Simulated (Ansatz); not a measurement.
## Ansatz (development build ahead of 0.2.0) run

```yaml
crystal:
  periodic: [false, false, false]
  atoms:
    - { symbol: C, position_ang: [0.0, 0.0, -0.5778] }
    - { symbol: C, position_ang: [0.0, 0.0, 0.5778] }
basis:
  gaussian: { orbitals: cc-pVDZ }
hamiltonian:
  xc: hf
correlation:
  method: mp2
  frozen_orbitals: { C: 1 }
```

The input is written out in the form of the current development build from the run's settings.

The run gave:

```
Converged                       : yes
Reference energy                : -75.37617 hartree
Correlation energy              : -0.21977 hartree
Total energy                    : -75.59594 hartree
Spin squared of the determinant : 0.000
```

Caution: in another basis set an unrestricted determinant lies well below.
